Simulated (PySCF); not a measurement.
An unknown is described by computed data only.

Elements present: F and P. Monoisotopic mass: 49.9722 u; triplet state.

| Item | Value |
| --- | --- |
| Dipole | 1.10 D [PBE0-D3(BJ)/def2-SVP] |
| Rotational structure | rotational constant B (linear): 16.394 GHz [PBE0-D3(BJ)/def2-SVP] |
| EPR couplings | largest isotropic hyperfine couplings (means over sets of like nuclei): 19F +79.8, 31P +50.8 MHz [unrestricted B3LYP/IGLO-III, mean-field spin–orbit] |
| Zero-field splitting | 6.173 cm⁻¹ [unrestricted B3LYP/IGLO-III, mean-field spin–orbit] |
| EPR g | 2.00139 [unrestricted B3LYP/IGLO-III, mean-field spin–orbit] |

The electronic properties come from PySCF, for the isolated species, density fitting. Levels stand in brackets. Geometry: PBE0-D3(BJ)/def2-SVP; no solvent, vibrations or thermal averaging.

Question: Which formula fits the mass and the elements?

Answer: PF (calculated 49.9722). No other formula that holds each of these elements comes within 0.0003 u with a fitting electron parity and a possible valence count.

Question: Propose a structure and show how it fits.

Answer: The optimised geometry has point group C∞v and is a linear rotor. The largest Mulliken spin population (1.94) sits on a phosphorus bonded to F. The couplings belong to: 19F +79.8 MHz, fluorine bonded to P; 31P +50.8 MHz, phosphorus bonded to F. Structure: `F[P]` (PF) [triplet].
